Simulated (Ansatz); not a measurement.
**C2H6Si: vertical ionisation energy**

How much energy removes an electron from C2H6Si at fixed geometry? The cation is run at each level and the neutral's energy taken from earlier runs.

Program: Ansatz 0.2.0, Gaussian basis. Level of theory: unrestricted cation, the program's frozen cores in correlated methods. These are calculated values, not measurements.

The runs, in order: UKS PBE-D4/def2-TZVPP; UKS r2SCAN-D4/def2-TZVPP; UKS PBE0-D4/def2-TZVPP; UKS B3LYP-D4/def2-TZVPP; UKS wB97X-V/def2-TZVPP; UKS wB97M-V/def2-TZVPP; UKS B2PLYP/def2-TZVPP; UHF-CCSD(T)/def2-TZVPP; UHF-MP2/def2-QZVPP; extrapolation to the limit; then −ε(HOMO) from the neutral's earlier runs with LDA (SPW92), PBE-D4, revPBE-D4, BLYP-D4, r2SCAN-D4, B97M-V, PBE0-D4, B3LYP-D4, r2SCANh-D4, r2SCAN0-D4, HSE06-D4, BHLYP-D4, CAM-B3LYP-D4, LC-ωPBE, ωB97X-V, ωB97M-V.

## 1. Structure used throughout

An earlier PBE0-D4 in a triple-zeta def2 set relaxation fixed the geometry.

SMILES `CC[SiH]`, 9 atoms, charge 0, spin multiplicity 1.

Atoms are counted from 1 here; the program's logs count them from 0.

Bond lengths: C1–C2 1.523 Å, C1–H4 1.094 Å, C1–H5 1.093 Å, C1–H6 1.092 Å, C2–Si3 1.891 Å, C2–H7 1.095 Å, C2–H8 1.111 Å, Si3–H9 1.532 Å. Angles: C2–C1–H4 112.0°, C2–C1–H5 111.1°, C2–C1–H6 111.0°, H4–C1–H5 107.1°, H4–C1–H6 108.1°, H5–C1–H6 107.3°, C1–C2–Si3 121.0°, C1–C2–H7 111.7°, C1–C2–H8 109.8°, Si3–C2–H7 110.3°, Si3–C2–H8 97.9°, H7–C2–H8 104.1°, C2–Si3–H9 94.7°.

## 2. Cation, UKS PBE-D4/def2-TZVPP

Contents of in.yaml:

```yaml
crystal:
  periodic: [false, false, false]
  atoms:
    - {symbol: C, position_ang: [-0.593649, 0.495630, -0.562686]}
    - {symbol: C, position_ang: [0.423365, -0.563784, -0.158935]}
    - {symbol: Si, position_ang: [1.475095, -0.358709, 1.398746]}
    - {symbol: H, position_ang: [-1.208920, 0.173079, -1.407670]}
    - {symbol: H, position_ang: [-0.097965, 1.423034, -0.860459]}
    - {symbol: H, position_ang: [-1.258430, 0.736271, 0.269466]}
    - {symbol: H, position_ang: [1.050953, -0.864794, -1.004288]}
    - {symbol: H, position_ang: [-0.103050, -1.497651, 0.133405]}
    - {symbol: H, position_ang: [0.401098, 0.410624, 2.175321]}
basis:
  gaussian: {orbitals: def2-TZVPP}
total_charge: 1
magnetization: {spin_polarized: true, initial_magnetization: 1}
hamiltonian: {xc: pbe, dispersion: d4}
```

Further steps of the session: Cation, UKS r2SCAN-D4/def2-TZVPP; Cation, UKS PBE0-D4/def2-TZVPP; Cation, UKS B3LYP-D4/def2-TZVPP; Cation, UKS wB97X-V/def2-TZVPP; Cation, UKS wB97M-V/def2-TZVPP; Cation, UKS B2PLYP (frozen core)/def2-TZVPP; Cation, UHF-CCSD(T)/def2-TZVPP; Cation, UHF-MP2/def2-QZVPP.

Q: Predict the results of all the runs planned. Wanted: ionisation energy, CCSD(T)/CBS; nearest functional by difference; nearest −ε(HOMO); −ε(HOMO) of PBE; T1 of the cation.

**Answer**, as computed:

| quantity | value |
| --- | --- |
| ionisation energy, CCSD(T)/CBS | 8.71 eV |
| nearest functional by difference | ωB97M-V (-0.16 eV) |
| nearest −ε(HOMO) | LC-ωPBE (+0.10 eV) |
| −ε(HOMO) of PBE | 5.20 eV |
| T1 of the cation | 0.016 |

What this shows: Energy differences with functionals land within 0.40 eV of the reference. The PBE orbital energy is 3.5 eV too small: a semilocal HOMO is no ionisation energy. Among orbital estimates LC-ωPBE comes nearest. Hartree-Fock falls 1.14 eV short, as the neutral has more correlation energy than the cation. The cation may have settled in a state other than its lowest; no search over hole states beyond the program's own was made.
